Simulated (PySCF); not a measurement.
J couplings in (CH3CH2)2CHF

Geometry:
```json
{"atom": "C1", "x (Å)": "-2.524", "y (Å)": "0.350", "z (Å)": "0.153"}
{"atom": "C2", "x (Å)": "-1.277", "y (Å)": "-0.507", "z (Å)": "0.294"}
{"atom": "C3", "x (Å)": "0.005", "y (Å)": "0.264", "z (Å)": "0.055"}
{"atom": "F4", "x (Å)": "-0.039", "y (Å)": "0.803", "z (Å)": "-1.224"}
{"atom": "C5", "x (Å)": "1.264", "y (Å)": "-0.570", "z (Å)": "0.180"}
{"atom": "C6", "x (Å)": "2.532", "y (Å)": "0.226", "z (Å)": "-0.077"}
{"atom": "H7", "x (Å)": "-3.438", "y (Å)": "-0.241", "z (Å)": "0.308"}
{"atom": "H8", "x (Å)": "-2.572", "y (Å)": "0.798", "z (Å)": "-0.850"}
{"atom": "H9", "x (Å)": "-2.528", "y (Å)": "1.173", "z (Å)": "0.886"}
{"atom": "H10", "x (Å)": "-1.226", "y (Å)": "-0.956", "z (Å)": "1.300"}
{"atom": "H11", "x (Å)": "-1.309", "y (Å)": "-1.347", "z (Å)": "-0.421"}
{"atom": "H12", "x (Å)": "0.057", "y (Å)": "1.122", "z (Å)": "0.753"}
{"atom": "H13", "x (Å)": "1.190", "y (Å)": "-1.410", "z (Å)": "-0.532"}
{"atom": "H14", "x (Å)": "1.283", "y (Å)": "-1.016", "z (Å)": "1.189"}
{"atom": "H15", "x (Å)": "2.647", "y (Å)": "1.044", "z (Å)": "0.653"}
{"atom": "H16", "x (Å)": "2.507", "y (Å)": "0.677", "z (Å)": "-1.079"}
{"atom": "H17", "x (Å)": "3.427", "y (Å)": "-0.410", "z (Å)": "-0.010"}
```

Indirect spin–spin couplings were computed at B3LYP/pcJ-1 (spin–dipole term only in couplings to heteroatoms) (PySCF) on a PBE0-D3(BJ)/def2-SVP structure, for the isolated molecule, without vibrational or relativistic corrections. Couplings are averaged over pairs made equivalent by symmetry, fast rotation or ring inversion, so a value needn't be that of the named pair in this geometry, while other rotamers aren't included; one pair stands for each set, and the list holds a selection of those of at least 1.5 Hz over up to four bonds. One-bond C–F couplings come out tens of Hz too large with common functionals.

Isotopes: $^{13}$C, $^{19}$F, $^{1}$H.

```
    pair  bonds  J (Hz)
  C1, C2      1       ?
  C1, H7      1       ?
  C2, C3      1       ?
 C2, H10      1   128.4
 C2, H11      1       ?
  C3, F4      1       ?
 C3, H12      1       ?
  C1, C3      2    -1.6
 C1, H10      2    -4.0
 C1, H11      2    -2.5
  C2, F4      2    21.0
  C2, C5      2       ?
  C2, H7      2    -3.6
 C3, H10      2     2.1
 C3, H11      2    -6.8
 F4, H12      2    57.8
H10, H11      2   -15.4
  C1, F4      3     3.9
  C1, C5      3     3.9
 C1, H12      3     3.8
  C3, H7      3     5.2
 F4, H10      3    38.8
 F4, H11      3    10.1
 H7, H11      3     8.1
H10, H12      3     1.7
H11, H12      3       ?
```

Estimate the withheld couplings, with signs.

Results:


- $^{1}J$(C1,C2) = 37.8 Hz (bond length 1.519 Å)
- $^{1}J$(C1,H7) = 133.1 Hz (bond length 1.100 Å, sp3 carbon)
- $^{1}J$(C2,C3) = 41.1 Hz (bond length 1.515 Å)
- $^{1}J$(C2,H11) = 131.1 Hz (bond length 1.104 Å, sp3 carbon)
- $^{1}J$(C3,F4) = -225.4 Hz (bond length 1.388 Å)
- $^{1}J$(C3,H12) = 149.7 Hz (bond length 1.108 Å, sp3 carbon)
- $^{2}J$(C2,C5) = 1.8 Hz (angle at C3 114°)
- $^{3}J$(H11,H12) = 12.2 Hz (dihedral angle 179°)
